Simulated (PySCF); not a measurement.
# Magnetic susceptibility: SMILES O=C=S, COS

Molfile (atoms numbered from 1):
```
COS
     RDKit          3D

  3  2  0  0  0  0  0  0  0  0999 V2000
   -1.2998    0.3172    0.0084 O   0  0  0  0  0  0  0  0  0  0  0  0
   -0.1675    0.0824    0.0105 C   0  0  0  0  0  0  0  0  0  0  0  0
    1.3637   -0.2352    0.0133 S   0  0  0  0  0  0  0  0  0  0  0  0
  1  2  2  0
  2  3  2  0
M  END
```

Computed with GIAO B3LYP/aug-pcSseg-2 magnetisability, rotational g tensor and spin-rotation constants, non-relativistic, gas phase (PySCF 2.14.0). Geometry: PBE0-D3(BJ)/def2-SVP.

How diamagnetic is it, and how anisotropic?

Isotropic -580 × 10⁻³⁰ J/T², or -35.0 × 10⁻⁶ cm³/mol; principal values -686, -528, -528 × 10⁻³⁰ J/T², anisotropy 158 × 10⁻³⁰ J/T² (root of half the summed squared differences of the principal values). The susceptibility is in cgs units.

Split it along the inertial axes a, b, c into diamagnetic and paramagnetic parts about the centre of mass, with the quadrupole moment.


| axis | χ (10⁻⁶ cm³/mol) | diamagnetic (10⁻⁶ cm³/mol) | paramagnetic (10⁻⁶ cm³/mol) | summed x² of all electrons (Å²) | quadrupole Θ (D Å) |
| --- | --- | --- | --- | --- | --- |
| a | -41.3 | -41.3 | 0.0 | 46.6 | -1.18 |
| b | -31.8 | -218.6 | 186.8 | 4.9 | +0.59 |
| c | -31.8 | -218.6 | 186.8 | 4.9 | +0.59 |

Anisotropies 2χaa − χbb − χcc = -19.1 and 2χbb − χaa − χcc = +9.5 × 10⁻⁶ cm³/mol. Θ is traceless in Buckingham's convention.

And the rotational g tensor?


```
axis  rotational constant (GHz)        g  nuclear part  electronic part
   b                     6.0870  -0.0302        0.5039          -0.5342
   c                     6.0870  -0.0302        0.5039          -0.5342
```
Linear; isotopes 12C, 16O, 32S; no vibrational averaging.
